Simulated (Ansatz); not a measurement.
Input for Ansatz (development build ahead of 0.2.0):

```yaml
crystal:
  periodic: [false, false, false]
  atoms:
    - { symbol: C, position_ang: [0.0056, -0.00813, -1.11773] }
    - { symbol: Cl, position_ang: [0.0021, -0.0012, 0.66569] }
    - { symbol: H, position_ang: [0.00078, -1.0269, -1.47632] }
    - { symbol: H, position_ang: [-0.90123, 0.50923, -1.48089] }
    - { symbol: H, position_ang: [0.89318, 0.51957, -1.46977] }
basis:
  gaussian: { orbitals: def2-TZVP }
hamiltonian:
  xc: hf
```

The input is written out in the form of the current development build from the run's settings.

Output:

```json
{
  "Converged": "yes",
  "Total energy": "-499.13929 hartree",
  "Spin squared of the determinant": "0.000"
}
```
